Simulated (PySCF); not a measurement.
Work out the structure from these simulated measurements.

Elements present: C, H and N. Monoisotopic mass: 86.0964 u (electron mass counted); charge +1.

- Valence photoelectron: vertical ionisation energy: 15.64 eV [ΔSCF B3LYP/def2-SVPD]
- Polarisability: 65.9 au [B3LYP/def2-SVPD]
- Rotational structure: rotational constants A, B, C: 4.487, 3.280, 1.993 GHz [PBE0-D3(BJ)/def2-SVP]
- 1H NMR: chemical shifts (computed TMS as zero) by class: 3.47 (6 H), 2.72 (6 H) ppm [GIAO HF/pcSseg-1]
- Triplet: lowest triplet excitation (Tamm–Dancoff): 4.62 eV [TDA B3LYP/def2-SVPD]
- UV, first state: lowest singlet excitation: 6.83 eV (181 nm, f = 0.342) [TDDFT B3LYP/def2-SVPD]
- 13C NMR: chemical shifts (computed TMS as zero) by class: 213.1 (1 C), 40.6 (2 C), 24.4 (2 C) ppm [GIAO HF/pcSseg-1]
- Couplings: largest of the computed one-bond spin–spin couplings (means over like bonds): 13C–1H +151.8 (×6), 13C–1H +140.5 (×6), 13C–13C +44.8 (×2), 15N–13C -19.0, 15N–13C -9.4 (×2) Hz [B3LYP/pcJ-1, spin–dipole term left out for some pairs]
- NMR, other nuclei: isotropic shieldings of nuclei other than C and H, by class: 65 (1 N) ppm [GIAO HF/pcSseg-1]

Electronic properties: PySCF, gas phase, density fitting. Levels stand in brackets. Isolated species at its PBE0-D3(BJ)/def2-SVP geometry, gas phase. Each NMR value is the plain mean over a class of atoms that symmetry, rotation or inversion makes alike.

**Question.** Which formula fits the mass and the elements?

**Answer.** C5H12N (calculated 86.0964). No other formula that holds each of these elements comes within 0.0003 u with a fitting electron parity and a possible valence count.

**Question.** What is the compound? Reason from the data.

**Answer.** Numbering: `[CH3:1][C:2]([CH3:3])=[N+:4]([CH3:5])[CH3:6]`. 5 carbons fall into 3 classes; from least to most shielded: C=N carbon [C2] (213.1 ppm), N-methyl carbon [C5/C6] (40.6 ppm, 2 C), methyl carbon [C1/C3] (24.4 ppm, 2 C). Hydrogen classes from least to most shielded: 6 H on 2 N-methyl carbons, C5/C6 (3.47 ppm), 6 H on 2 methyl carbons, C1/C3 (2.72 ppm). The other shieldings belong to: 65 ppm, iminium nitrogen [N4]. The couplings run between: +151.8 Hz, N-methyl carbon [C5] and its hydrogen (with 5 like pairs); +140.5 Hz, methyl carbon [C1] and its hydrogen (with 5 like pairs); +44.8 Hz, methyl carbon [C1] and C=N carbon [C2] (with 1 like pair); -19.0 Hz, iminium nitrogen [N4] and C=N carbon [C2]; -9.4 Hz, iminium nitrogen [N4] and N-methyl carbon [C5] (with 1 like pair). S1 is mainly HOMO→LUMO (weight 0.96); the largest Löwdin shares of the orbital it empties are 0.35 on the iminium nitrogen, 0.14 on the C=N carbon and 0.08 on each of 2 atoms of one kind (N-methyl carbon), of the orbital it fills 0.40 on the C=N carbon, 0.26 on the iminium nitrogen and 0.07 on each of 2 atoms of one kind (methyl carbon). The optimised geometry has point group C2 and is an asymmetric top. Structure: `CC(C)=[N+](C)C`. Computed isomers that give other values at the same levels: `C[NH+]1CCCC1` (rotational constant A: 6.377 GHz; this holds for the one conformer computed); `C[NH2+]CC1CC1` (rotational constant A: 10.160 GHz; this holds for the one conformer computed); `C=CC[NH+](C)C` (rotational constant A: 6.054 GHz; this holds for the one conformer computed). The assignments are read from this structure; whether some other isomer fits the data as well wasn't checked.
